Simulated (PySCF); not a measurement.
## Molecular orbitals of P₂⁺

PBE0 at R = 1.969 Å; P def2-TZVP; no relativity (PySCF 2.14). State: ²Πu (doublet), unpaired electrons π ↑. Only the outer orbitals are listed.

| spin | orbital | occ. | ε (eV) | main shells (%) |
| --- | --- | --- | --- | --- |
| α | σg | 1 | -26.85 | 85 s, 13 p |
| α | σu | 1 | -20.69 | 89 s, 9 p |
| α | πu | 1 | -16.05 | 94 p |
| α | σg | 1 | -15.55 | 83 p, 16 s |
| α | πu | 1 | -15.17 | 95 p |
| α | πg | 0 | -10.34 | 97 p |
| α | πg | 0 | -9.65 | 97 p |
| α | σu | 0 | -5.22 | 94 p, 14 d |
| β | σg | 1 | -25.94 | 85 s, 12 p |
| β | σu | 1 | -20.16 | 88 s, 11 p |
| β | σg | 1 | -15.38 | 84 p, 15 s |
| β | πu | 1 | -14.92 | 95 p |
| β | πu | 0 | -12.52 | 96 p |
| β | πg | 0 | -9.52 | 96 p |
| β | πg | 0 | -8.95 | 96 p |

Problem. Which are the highest filled and the lowest empty level, where do they sit, and how wide is the gap?

Solution. Highest filled β πu at -14.92 eV (in %: 95 p); lowest empty β πu at -12.52 eV (in %: 96 p); the gap at PBE0 is 2.40 eV. Both belong to one degenerate shell, split only by its one-sided filling, so this is no excitation gap.

The bond order (Mayer) is 2.44. The ⟨S²⟩ is 0.754, the polarisability along the bond is 55.4 bohr³ and the polarisability across the bond is 27.9 bohr³.

The state was picked by a PBE0 search and need not be the measured ground state.
